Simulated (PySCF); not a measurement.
**SH₂: shapes and spins compared**

Aim: find the stationary points of SH₂ from bent and linear starts in the singlet and triplet states, tell minima from saddle points, and describe the lowest.

Program: PySCF 2.14.0. Level of theory: PBE, basis S def2-TZVP, H def2-TZVP, no relativity, density fitting. These are calculated values, not measurements.

## Step 1: Starting geometry

3 atoms, charge 0, spin multiplicity 1.

Bond lengths: S1–H2 1.350 Å, S1–H3 1.350 Å. Angles: H2–S1–H3 110.0°.

Coordinates in bohr (charge 0 multiplicity 1):
```
S     0.0000    0.0000   -0.0868
H     2.0898    0.0000    1.3764
H    -2.0898    0.0000    1.3764
```

## Step 2: Bent start, singlet: relaxation

The steps below are one call of a driver around PySCF. For each, scf.py gives the equivalent set-up of the SCF; relaxations use the driver's own optimiser. Before each start the driver seeks the lowest SCF state from one or more starting densities and follows internal instabilities, so scf.py alone need not reach the same state.

The program finds C2v symmetry in the start, which this walk keeps. The walk stops when the largest gradient is under 0.0003 Eh/bohr and the energy has settled too.

scf.py

```python
from pyscf import gto, scf, dft
mol = gto.M(atom='''
S      0.000000     0.000000    -0.045920
H      1.105900    -0.000000     0.728380
H     -1.105900     0.000000     0.728380''',
    basis={'S': 'def2-TZVP', 'H': 'def2-TZVP'},
    charge=0, spin=0)
mf = dft.RKS(mol, xc='PBE')
mf.grids.atom_grid = (50, 194)
aux = {'S': 'def2-universal-JKFIT', 'H': 'def2-universal-JKFIT'}
mf = mf.density_fit(auxbasis=aux)
mf.kernel()
```

Further steps of the session: Hessian and properties; Bent start, triplet: relaxation; Frequencies; Relaxation: linear start, singlet; Vibrations and properties at this point; Leaving the saddle point.

Q: Predict the outcome of this session. Wanted: lowest minimum; geometry; wavenumbers; dipole moment; highest occupied, lowest empty level; polar-tensor charge of S1; zero-point energy; atomisation energy.

The runs gave:

| quantity | value |
| --- | --- |
| lowest minimum | singlet, C2v |
| geometry | S–H 1.352 Å (×2); H–S–H 91.8° |
| wavenumbers (cm⁻¹) | 1170 (a1), 2630 (a1), 2646 (b2) |
| dipole moment | 1.13 D |
| highest occupied, lowest empty level | -6.19, -0.51 eV |
| polar-tensor charge of S1 | -0.11 e |
| zero-point energy | 38.6 kJ/mol |
| entropy at 298.15 K | 205.9 J/(mol K) |
| atomisation energy (no zero-point energy) | 759 kJ/mol |

In words: The lowest minimum found is the singlet of C2v symmetry; the next, a triplet of C2v symmetry, lies 397.8 kJ/mol higher. A search over typed starts can miss a lower isomer.
